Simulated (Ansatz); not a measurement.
C7H16 can be A, `CCCCC(C)C`, or B, `CCCC(C)(C)C`.

Computed with Ansatz on PBE0-D4/def2-TZVP structures; ΔE is electronic, products minus reactants. CCSD(T)/CBS adds triple-zeta CCSD(T) − MP2 to the extrapolated MP2 energy (def2 sets, frozen cores). Functionals use def2-TZVPP. B3LYP here is the variant with VWN-RPA as its local correlation; programs differ in this. Each species was taken in one conformer, which may not be the lowest.

A:

Z-matrix (Å, degrees):
```
C
C 1 1.519
H 1 1.094 2 111.1
H 1 1.094 2 111.1 3 -119.5
H 1 1.092 2 111.7 3 120.2
C 2 1.520 1 113.0 3 59.8
H 2 1.096 1 109.7 3 -178.1
H 2 1.096 1 109.6 3 -62.2
C 6 1.520 2 113.1 1 -179.8
H 6 1.096 2 108.8 1 -57.1
H 6 1.098 2 109.2 1 58.2
C 9 1.526 6 115.2 2 -175.8
H 9 1.097 6 108.7 2 -53.8
H 9 1.099 6 109.4 2 61.3
C 12 1.522 9 112.3 6 -62.9
C 12 1.522 9 110.4 6 173.4
H 12 1.099 9 107.6 6 55.8
H 15 1.093 12 111.0 9 -178.9
H 15 1.092 12 112.2 9 60.7
H 15 1.095 12 110.5 9 -59.6
H 16 1.093 12 111.4 9 -177.8
H 16 1.095 12 110.6 9 62.5
H 16 1.093 12 111.4 9 -57.2
```

B:

```xyz
23

C     0.4752    0.1925   -2.9483
C    -0.0784    0.5514   -1.5794
C     0.4036   -0.4055   -0.5007
C    -0.0859   -0.1474    0.9315
C     0.5179   -1.2201    1.8344
C    -1.6080   -0.2368    1.0091
C     0.3704    1.2243    1.4220
H     0.1253    0.8841   -3.7181
H     0.1714   -0.8158   -3.2438
H     1.5687    0.2186   -2.9498
H    -1.1723    0.5479   -1.6211
H     0.2155    1.5758   -1.3294
H     0.1124   -1.4259   -0.7823
H     1.5015   -0.3994   -0.4923
H     1.6109   -1.1842    1.8100
H     0.2005   -1.0839    2.8721
H     0.2085   -2.2202    1.5170
H    -2.0915    0.5486    0.4239
H    -1.9640   -1.2024    0.6378
H    -1.9469   -0.1316    2.0436
H     1.4576    1.3251    1.3509
H     0.0894    1.3712    2.4687
H    -0.0817    2.0337    0.8442
```

(1) Which isomer does CCSD(T)/CBS put lower? Give the gap. (Estimate.)

(2) Give E(B) − E(A) in kJ/mol with B3LYP-D4, MP2/def2-TZVPP, r2SCAN-D4, PBE0-D4, CCSD(T)/def2-TZVPP, ωB97M-V, CCSD/def2-TZVPP. (An estimate is asked.)

Largest T1 diagnostic: 0.009.

Answers

(1) Computed: B, by 7.0 kJ/mol.

(2) Computed: B3LYP-D4 -3.3, MP2/def2-TZVPP -11.0, r2SCAN-D4 -5.1, PBE0-D4 -3.3, CCSD(T)/def2-TZVPP -7.8, ωB97M-V -6.2, CCSD/def2-TZVPP -5.5. None reverses the order clearly.

The D4 term adds −7.5 kJ/mol with B3LYP and −4.2 kJ/mol with PBE0; it sums over pairs of atoms, weighted by their polarisabilities, and B3LYP, whose exchange is more repulsive, gets the larger term. In def2-TZVPP, CCSD(T) changes the Hartree–Fock value by −14.4 kJ/mol (the triples alone add −2.3 kJ/mol) and MP2 by −17.6 kJ/mol.
